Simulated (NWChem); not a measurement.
**Polarisability of H4Si**

```
Si
H 1 1.4927
H 1 1.4927 2 109.47
H 1 1.4927 2 109.47 3 -120.00
H 1 1.4927 2 109.47 3 120.00
```
Charge 0, spin multiplicity 1.

The numbers come from NWChem runs, not from measurements. Structure: optimised with PBE0/def2-SVP, a minimum by its harmonic frequencies.

Basis set: def2-SVPD. Static limit.

The correlated methods keep 5 core orbitals frozen. B3LYP has NWChem's definition, with VWN1-RPA local correlation. The structure started from a generated list of species. No row is a measurement; the coupled-cluster row has its own basis-set and correlation limits.

```tsv
method	isotropic polarisability (bohr³)
CCSD linear response	[?]
BHandHLYP	[?]
HF	[?]
B3LYP	32.00
PBE	[?]
```

Question: What belongs in the gaps?

Answer: 
- CCSD linear response, isotropic polarisability (bohr³): 31.22
- BHandHLYP, isotropic polarisability (bohr³): 30.98
- HF, isotropic polarisability (bohr³): 29.89
- PBE, isotropic polarisability (bohr³): 32.89
